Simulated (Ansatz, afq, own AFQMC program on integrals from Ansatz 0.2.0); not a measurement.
**Ge₂H₃, doublet: AFQMC among the cluster methods**

| atom | x (Å) | y (Å) | z (Å) |
| --- | --- | --- | --- |
| Ge | -0.0020 | 0.0000 | 1.2075 |
| Ge | -0.0014 | 0.0000 | -1.2815 |
| H | 1.5002 | 0.0000 | 1.5882 |
| H | -0.6286 | 1.2435 | 1.8741 |
| H | -0.6287 | -1.2435 | 1.8741 |

Connectivity, by distances: GeH3–Ge.

Basis cc-pVDZ. Noble-gas cores (and the filled d shells of Ga–Kr and In–Xe) are frozen. AFQMC by an in-house program on the Cholesky factors that Ansatz 0.2.0 writes for its CCSD(T) run. The CISD trial takes its coefficients from CCSD amplitudes. Released means that phaseless walkers are propagated on without the constraint, phases kept. Error bars are statistical, one sigma. No spin–orbit coupling.

Determinant: UHF, the one that the program's search chose, which needn't be the lowest solution. The geometry is a PBE0/def2-TZVP stationary point of this or a neighbouring charge and spin state.

No full CI on the walks' own integrals is used here. The released AFQMC energy serves as the reference, which it does only where one determinant dominates, the energy is flat over the last release times and near the phaseless one (40 meV or 2 meV an electron, half that with transition metals). On small molecules, where full CI could be run and the noise was under 10 meV, such values lay within 10 meV of it in 19 cases of 20, a flattering rate, since the rule was set on those same cases; what remains of the bias isn't in the error bar.

Cautions: no relativity below Rb; no spin-orbit coupling; inner d shell frozen; the released value is read at 1.50 1/Eh (meV from the phaseless value at times in 1/Eh: 3 ± 10 at 0.24, -4 ± 9 at 0.50, -1 ± 9 at 1.00, -5 ± 8 at 1.50).

```
T1 diagnostic                               : 0.0226
weight of the determinant in the CISD state : 0.864
⟨S²⟩ of the determinant                     : 0.780
size of the correlated space                : 11 electrons in 41 orbitals
```

Reference: AFQMC with the constraint released, correlation energy -5.482 ± 0.008 eV.

| level | E − E(reference) (mEh) | share of correlation (%) |
| --- | --- | --- |
| HF | 201.46 ± 0.30 | 0.00 |
| MP2 | 47.51 ± 0.30 | 76.42 |
| CCSD | 6.06 ± 0.30 | 96.99 |
| CCSD(T) | 1.16 ± 0.30 | 99.43 |
| ph-AFQMC/HF | -0.05 ± 1.62 | 100.03 |
| ph-AFQMC/CISD | 0.18 ± 0.46 | 99.91 |

A walk keeps the symmetry of its determinant, which the program's search chose and which needn't be the lowest solution, so a lower state of the same spin and another symmetry isn't excluded. Released energies are given only where the last usable release times agree within the noise; a slower fall can still hide under it.
